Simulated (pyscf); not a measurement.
Elementary routes open to H₃C–Ga(OH)–OH + H atom (H•) in the gas phase (doublet surface):
A. methane (CH₄) + [HO–Ga–OH]• (C–Ga broken; C–H formed)
B. •H₂C–Ga(OH)–OH + hydrogen (H₂) (C–H broken; H–H formed)

Structures and frequencies: ωB97X-D3(BJ)/def2-SVP in PySCF.

Q: Rank the routes by free-energy barrier at 298 K, lowest first, for ωB97M-D3(BJ)/def2-TZVP energies (ideal gas, 1 atm, RRHO with modes under 100 cm⁻¹ raised to 100, one conformer, R ln 2 for chiral ones without a mode under 150 cm⁻¹).

A: B (18.1 kcal/mol), A (26.7 kcal/mol)

Route B is the fastest of these, ahead of the next by 8.6 kcal/mol. The most stable products are those of A (ΔG = -30.1 kcal/mol), whose barrier is 8.6 kcal/mol higher: the kinetic and the thermodynamic product differ. At 1200 K B is still the fastest. Only these routes are compared; each barrier is that of the saddle found, and lower ones may exist. Elements up to Kr have no core potential and no relativistic terms here.
